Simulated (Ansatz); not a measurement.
Input for Ansatz (development build ahead of 0.2.0):

```yaml
crystal:
  periodic: [false, false, false]
  atoms:
    - { symbol: Mg, position_ang: [0.0, 0.0, 0.0] }
    - { symbol: O, position_ang: [0.0, 0.0, 4.2] }
basis:
  gaussian: { orbitals: "6-31G" }
magnetization:
  spin_polarized: true
hamiltonian:
  xc: hf
scf:
  omitted_lower_state_checks: [starts, atomic_configurations, cluster_reference, orbital_swaps, given_window_search, neighbouring_geometries, increment]
output:
  forces: true
```

The input is written out in the form of the current development build from the run's settings.

Results

| Quantity | Value |
| --- | --- |
| Converged | yes |
| Total energy | -274.33211 hartree |
| Spin squared of the determinant | 1.000 |
| Stability test | minimum |

Forces (eV/Å):
| atom | Fx | Fy | Fz |
| --- | --- | --- | --- |
| Mg1 | 0.000 | 0.000 | -0.030 |
| O2 | 0.000 | 0.000 | 0.030 |

Caution: another spin multiplicity may lie lower; the unrestricted determinant is a mixture of spin states.
